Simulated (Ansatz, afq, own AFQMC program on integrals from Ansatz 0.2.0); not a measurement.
AFQMC on a folder of integrals that Ansatz 0.2.0 wrote.

```yaml
crystal:
  periodic: [false, false, false]
  atoms:
    - {symbol: O, position_ang: [0.000000, 0.062128, 0.479646]}
    - {symbol: C, position_ang: [0.000000, -0.136890, -0.526867]}
    - {symbol: H, position_ang: [0.000000, 0.645007, -1.335408]}
basis:
  gaussian: {orbitals: cc-pVDZ}
magnetization: {spin_polarized: true, initial_magnetization: 1}
correlation: {method: ccsd_t, electrons: outside_noble_gas, hamiltonian_folder: ham}
```

```sh
$ ansatz run in.yaml --threads 1 --pin off --events-out ev --progress --plain --max-ram 1382MiB
```

afq runs on the folder ham with

```
--method free --trial cisd --walkers 60 --time-step 0.03 --max-blocks 80 --target-error 0.0004 --factor-cut 1e-05 --seed 5047 --times 0,0.21,0.42,0.81,1.2,1.8,2.4,3 --taylor-order 8
```

Times are imaginary, in 1/Eh. The walk had a cap of 774 s.

afq prints:

```
orbitals 31  electrons 6 5  factors 236 of 303
reference energy -113.21100761 Eh
CCSD correlation -0.28967892 Eh in 10 cycles, weight of the determinant in the CISD state 0.9114
repeat  energy at the last time / Eh  error
    10  -113.510531  0.001388
    20  -113.509265  0.001151
    30  -113.509171  0.000901
    40  -113.509035  0.000778
    50  -113.508763  0.000677
    60  -113.508456  0.000603
    70  -113.508431  0.000567
    80  -113.508579  0.000543
time / (1/Eh)  energy / Eh  error  mean overlap
  0.00  -113.500801  0.000230  1.0975
  0.21  -113.505778  0.000271  1.1004
  0.42  -113.507830  0.000311  1.0989
  0.81  -113.508639  0.000341  1.1093
  1.20  -113.509235  0.000383  1.1164
  1.80  -113.508653  0.000432  1.1444
  2.40  -113.509794  0.000553  1.1220
  3.00  -113.508579  0.000543  1.1431
energy -113.508579 +/- 0.000543 Eh
```

The run passed its tests (error under three times the target), which doesn't prove that it has relaxed.

Against this walk (error 14.8 meV) on the same determinant: CCSD(T) 4.0 meV higher (within the noise), CCSDT(Q) 28.8 meV lower (within the noise). The error is statistical, and a free projection of finite length keeps a remainder of its start. The last points scatter (meV from the last: -2 ± 9 at 0.81, -18 ± 10 at 1.20, -2 ± 12 at 1.80, -33 ± 15 at 2.40, 0 ± 15 at 3.00); the last is the one printed as the energy, and the gaps above move with that scatter.

Cautions: remainder of the start not in the error; error above the target (14.8 against 10.9 meV).

The walk took 91 s on 1 thread of AMD EPYC 9R45 96-Core Processor (Zen 5), with other jobs on the host. The log's last line is the free-projection energy.

CCSDT and higher add their correlation energy to the determinant of the CCSD(T) run, since their own runs factorise the integrals more tightly (a shift of under 2 meV). A walk keeps the symmetry of its determinant, which the program's search chose and which needn't be the lowest solution, so a lower state of the same spin and another symmetry isn't excluded.
